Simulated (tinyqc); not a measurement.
UHF in the sto-3g basis, for OH+, spin multiplicity 3, step by step. One step of it, computed by the program tinyqc.

Problem. Iteration 3: DIIS coefficients. Solve [B -1; -1 0][c; lambda] = [0; -1] for the coefficients, which sum to one.

B (overlaps of the stored error matrices):
```
               1              2              3
1  2.3848239e+02  1.5423839e+01  1.2442760e+00
2  1.5423839e+01  2.1389311e+00  5.5072457e-01
3  1.2442760e+00  5.5072457e-01  3.0572520e-01
```

Give: DIIS coefficients.

Solution.

DIIS coefficients: 0.0175  -0.3637  1.3462
